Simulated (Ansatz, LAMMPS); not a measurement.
# How well does each level of theory give the bulk modulus of fcc Ni?

Reference value: 192 GPa (measured, 0 K value with the zero-point phonon effect removed, sources range from 186 to 195; as tabulated in Mejia-Rodriguez and Trickey (2018), arXiv:1807.09216).

| level (code) | value (GPa) | cell (Å³/atom) | error (%) |
|---|---|---|---|
| SNAP Ni_Zuo_JPCA2020.snap (LAMMPS) | 207 | 10.92 | +7.8 |
| LDA (Ansatz) | 255 | 10.03 | +33 |
| PBE (Ansatz) | 197 | 10.89 | +2.6 |
| r²SCAN (Ansatz) | 218 | 10.52 | +13.5 |
| HSE06 (Ansatz) | 180 | 10.82 | -6.2 |

Leaving aside SNAP Ni_Zuo_JPCA2020.snap, which can be fitted to such values or carry a doubt: Nearest, and too close to rank with a margin of 3.6 % (twice that across the reference) picked here for doubts on the reference and the settings: PBE (+2.6 %), HSE06 (-6.2 %). Farthest off: LDA (+33 %). Within 15 %: PBE, r²SCAN, HSE06. The lowest first-principles rung that does so: DFT without exact exchange (PBE, r²SCAN).

Spin-polarised runs: LDA (parallel moments), PBE (parallel moments), r²SCAN (parallel moments), HSE06 (parallel moments). Each level is taken at its own relaxed cell. Cutoffs and k meshes differ between the levels. Ansatz's density-functional and Hartree–Fock values are scalar-relativistic unless marked +SOC, with PAW data made under PBE.

Machine-learned potentials (SNAP Ni_Zuo_JPCA2020.snap) are trained on DFT data, which may include these solids.

Differences are worked out from the printed values.

Ansatz is a program for electronic structure.
